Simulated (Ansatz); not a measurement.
Reaction (formal exchange of groups at the Si–N bond): `N[SiH2][AlH2]` + SiH₄ → `[AlH2][SiH2][SiH3]` + NH₃

Computed with Ansatz on PBE0-D4/def2-TZVP structures; ΔE is electronic, products minus reactants. CCSD(T)/CBS is the MP2 limit (def2-TZVPP, def2-QZVPP) plus CCSD(T) − MP2 in def2-TZVPP, frozen cores. This one scheme is used for every species. Functionals use def2-TZVPP. One conformer a species, not always the lowest.

(1) Is it downhill or uphill in electronic energy at CCSD(T)/CBS, and by how much? (Best estimate.)

(2) What do these levels give: r2SCAN0-D4, PBE, BLYP, SCS-MP2/def2-TZVPP, CCSD/def2-TZVPP, CCSD(T)/def2-TZVPP? (Estimate.)

Largest T1 diagnostic among the species: 0.013.

Answers

(1) Ansatz gave: Uphill: ΔE = +4.7 kcal/mol.

(2) Ansatz gave: r2SCAN0-D4 3.8, PBE 1.2, BLYP 5.3, SCS-MP2/def2-TZVPP 7.4, CCSD/def2-TZVPP 5.6, CCSD(T)/def2-TZVPP 4.8 kcal/mol.

From PBE to PBE0 (25 % exact exchange), in def2-TZVPP and without D4, ΔE moves by +1.1 kcal/mol. Leaving LDA and LC-ωPBE aside and taking each functional with its dispersion term where it has one, the values, not all of them listed here, spread over 6.3 kcal/mol, from PBE-D4 to CAM-B3LYP-D4. LDA lies +1.0 kcal/mol from PBE without D4. The D4 term adds −0.7 kcal/mol with B3LYP and −0.5 kcal/mol with PBE0; it sums over pairs of atoms, weighted by their polarisabilities, and B3LYP, whose exchange is more repulsive, gets the larger term.

B3LYP here is the variant with VWN-RPA as its local correlation; programs differ in this.
